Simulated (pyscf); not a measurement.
SnH₄ (SMILES [SnH4]) + HF (SMILES F) -> F–SnH₃ (SMILES [F][SnH3]) + H₂ (SMILES [H][H]) (four-centre exchange; singlet surface; H–Sn, F–H broken, F–Sn, H–H formed). Structures and frequencies: ωB97X-D3(BJ)/def2-SVP in PySCF. Rate constants from transition-state theory, ωB97M-D3(BJ)/def2-TZVP energies (ideal gas, 1 atm, RRHO with modes under 100 cm⁻¹ raised to 100, one conformer, R ln 2 for chiral ones without a mode under 150 cm⁻¹; no tunnelling), k in cm³ molecule⁻¹ s⁻¹.

```tsv
T (K)	1000/T	log10 k
298	3.354	-31.45
600	1.667	-21.30
900	1.111	-17.82
1200	0.833	?
```

Q: Fit an Arrhenius line to the three values, give the activation energy, and predict k at 1200 K.

A: Least squares gives log10 k = -11.13 − 6.06 × 1000/T, so Ea = 6.06 × ln 10 × 1.987 = 27.7 kcal/mol, against an electronic barrier of 27.4. At 1200 K the line gives -16.18; the computed value is -15.99 (ΔG‡ = 58.2 kcal/mol), a factor 1.5 over the line, since the plot is curved. At the saddle there is also a short H–Sn contact that neither side keeps. This is the saddle that the search found; another between the same sides may lie lower. Elements past Kr carry the def2 core potentials, without spin-orbit coupling.
